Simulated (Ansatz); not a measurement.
Task: a composite energy at a relaxed geometry of CH₅N (charge +1), SMILES C[NH2+], with the Ansatz DFT code, driven from Python. Give the script and its output. Settings (for the species named): PBE0, def2-SVP basis, multiplicity 2.

```xyz
7

C    -0.5621    0.1065   -0.0397
N     0.8511   -0.1029   -0.3211
H    -1.1694   -0.6244   -0.6143
H    -0.8555    1.1330   -0.3453
H    -0.7629   -0.0238    1.0462
H     1.1035   -1.0615    0.0120
H     1.3954    0.5731    0.2622
```

`ch5n.py`
```python
"""A composite energy for CH5N(+): DFT geometry, MP2 basis limit, coupled-cluster correction."""

import itertools

import ansatz as az
from ase import Atoms
from ase.data import atomic_numbers, covalent_radii
import numpy as np

config = {
    "basis_set": "def2-SVP",
    "functional": "pbe0",
    "net_charge": 1,
}


def main() -> None:
    atoms = Atoms(["C", "N", "H", "H", "H", "H", "H"], positions=[
        [-0.5621, 0.1065, -0.0397],
        [0.8511, -0.1029, -0.3211],
        [-1.1694, -0.6244, -0.6143],
        [-0.8555, 1.133, -0.3453],
        [-0.7629, -0.0238, 1.0462],
        [1.1035, -1.0615, 0.012],
        [1.3954, 0.5731, 0.2622],
    ])
    system = az.Crystal.molecule_from_ase(atoms)

    model = (
        system.calculation()
        .basis(gaussian=config["basis_set"])
        .functional(config["functional"])
        .charge(config["net_charge"])
        .spin("collinear", total=1)
    )
    symbols = [site.symbol for site in system.cartesian_sites]
    start = np.array([site.position_ang for site in system.cartesian_sites], dtype=float)
    data = model.relax(force_tolerance=0.01).run(threads=1).report
    end = np.array(data["positions_ang"])
    # pairs closer than 1.2 times the sum of covalent radii, before or after
    radius = [covalent_radii[atomic_numbers[s]] for s in symbols]
    span = lambda where, i, j: np.linalg.norm(where[i] - where[j])
    bonded = [(i, j) for i, j in itertools.combinations(range(len(symbols)), 2) if min(span(start, i, j), span(end, i, j)) < 1.2 * (radius[i] + radius[j])]
    print("pair        before    after (A)")
    for i, j in bonded:
        print(f"{symbols[i]}{i}-{symbols[j]}{j}".ljust(10), f"{span(start, i, j):8.4f} {span(end, i, j):8.4f}")
    for first, second in list(itertools.combinations(bonded, 2)):
        shared = set(first) & set(second)
        if shared and symbols[(j := shared.pop())] != "H":
            i, k = sorted((set(first) | set(second)) - {j})
            u, v = end[i] - end[j], end[k] - end[j]
            angle = np.degrees(np.arccos(np.clip(u @ v / np.linalg.norm(u) / np.linalg.norm(v), -1, 1)))
            print(f"final angle {symbols[i]}{i}-{symbols[j]}{j}-{symbols[k]}{k}: {angle:.2f} deg")

    minimum = az.Crystal.molecule()
    for symbol, place in zip(symbols, end):
        minimum = minimum.atom(symbol, place.tolist())
    at_minimum = minimum.calculation()
    at_minimum = at_minimum.charge(config["net_charge"])
    at_minimum = at_minimum.spin("collinear", total=1)
    # MP2 extrapolated to the basis limit, plus the small-basis difference CCSD(T) - MP2
    level = lambda method, basis: at_minimum.basis(gaussian=basis).correlation(method).run(threads=1).report
    small, large, cluster = level("mp2", "cc-pVDZ"), level("mp2", "cc-pVTZ"), level("ccsd_t", "cc-pVDZ")
    corr = lambda each: (each["free_energy_ev"] - each["reference_energy_ev"]) / 27.211386246
    mp2_limit = (27 * corr(large) - 8 * corr(small)) / 19
    pieces = {"HF / cc-pVTZ": large["reference_energy_ev"] / 27.211386246, "MP2 correlation, DZ-TZ limit": mp2_limit, "CCSD(T) - MP2 / cc-pVDZ": corr(cluster) - corr(small)}
    for name, value in pieces.items():
        print(f"{name:32s} {value:14.6f} Ha")
    print(f"{'sum':32s} {sum(pieces.values()):14.6f} Ha")
    print("T1 diagnostic", round(cluster["correlation"]["coupled_cluster"]["t1_diagnostic"], 4))


if __name__ == "__main__":
    main()
```

`python ch5n.py` gives:
```text
pair        before    after (A)
C0-N1        1.4561   1.4035
C0-H2        1.1105   1.1006
C0-H3        1.1105   1.1006
C0-H4        1.1120   1.1229
N1-H5        1.0457   1.0278
N1-H6        1.0457   1.0278
final angle N1-C0-H2: 111.29 deg
final angle N1-C0-H3: 111.29 deg
final angle N1-C0-H4: 107.85 deg
final angle C0-N1-H5: 121.82 deg
final angle C0-N1-H6: 121.82 deg
final angle H2-C0-H3: 113.62 deg
final angle H2-C0-H4: 106.18 deg
final angle H3-C0-H4: 106.18 deg
final angle H5-N1-H6: 116.28 deg
HF / cc-pVTZ                         -94.970326 Ha
MP2 correlation, DZ-TZ limit          -0.380830 Ha
CCSD(T) - MP2 / cc-pVDZ               -0.044037 Ha
sum                                  -95.395193 Ha
T1 diagnostic 0.0189
```

Notes:
- Total energies depend on the basis set; only differences at equal settings carry meaning.
- The sum leaves out core correlation, relativity, the Hartree-Fock basis error and zero-point energy; a DZ-TZ extrapolation is rough.
- The species is open-shell (spin multiplicity 2).
- Inner cores stay frozen, so this is valence correlation.
- An extrapolation from small basis sets is rough.
- The whole script took 20 s on 1 thread of Arm Neoverse V1 (shared host), peak memory 0.26 GiB.
